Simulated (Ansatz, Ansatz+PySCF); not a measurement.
```xyz
3

O     0.0000    0.9058   -0.7725
H     0.0000    1.7222   -0.1184
Cl    0.0000   -0.5276    0.3705
```

RHF on singlet HClO was run in several spherical basis sets with Ansatz (development build ahead of 0.2.0).

**Question.** Rank the basis sets by the total energy that they give, lowest first, with the distance from the lowest.
A. cc-pVDZ
B. def2-TZVP
C. 6-31G(d)
D. def2-SVP
E. cc-pVTZ

**Answer.** E (0.00 eV), B (0.14 eV), A (1.14 eV), C (2.10 eV), D (7.13 eV).

Totals follow the description of the cores as much as that of the bonds, so this order isn't one of quality for chemistry.
